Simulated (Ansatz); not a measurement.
## Ansatz (development build ahead of 0.2.0) run

```yaml
crystal:
  periodic: [false, false, false]
  atoms:
    - { symbol: "N", position_ang: [-0.00049, -0.02151, 0.07645] }
    - { symbol: H, position_ang: [0.94724, 0.03401, -0.24886] }
    - { symbol: H, position_ang: [-0.5057, 0.82508, -0.25438] }
    - { symbol: H, position_ang: [-0.44589, -0.85527, -0.28639] }
basis:
  gaussian: { orbitals: STO-3G }
hamiltonian:
  xc: hf
correlation:
  method: mp2
  frozen_orbitals: { H: 0, "N": 1 }
```

The input is written out in the form of the current development build from the run's settings.

The run gave:

```json
{
  "Converged": "yes",
  "Reference energy": "-55.45223 hartree",
  "Correlation energy": "-0.04678 hartree",
  "Total energy": "-55.49901 hartree",
  "Spin squared of the determinant": "0.000"
}
```
